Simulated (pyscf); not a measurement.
One substitution at S on the doublet surface with elements of a group swapped. ωB97M-D3(BJ)/def2-TZVP, kJ/mol, from the separated reactants. Structures and frequencies: ωB97X-D3(BJ)/def2-SVP in PySCF.

| step | barrier | reaction energy | imaginary mode (i cm⁻¹) |
|---|---|---|---|
| H₃Si–S–GeH₃ + H• → H₃Si–SH + GeH₃• | 19.3 | -55.7 | 856 |
| H₃Si–S–SnH₃ + H• → H₃Si–SH + SnH₃• | ___ | ___ | 715 |

Task: Fill in the missing entries.

Result: 
- H₃Si–S–SnH₃ + H• → H₃Si–SH + SnH₃•, barrier: 14.1
- H₃Si–S–SnH₃ + H• → H₃Si–SH + SnH₃•, reaction energy: -81.4

Each row is the saddle that its search found. Elements up to Kr have no core potential and no relativistic terms here. Elements past Kr carry the def2 core potentials, without spin-orbit coupling.
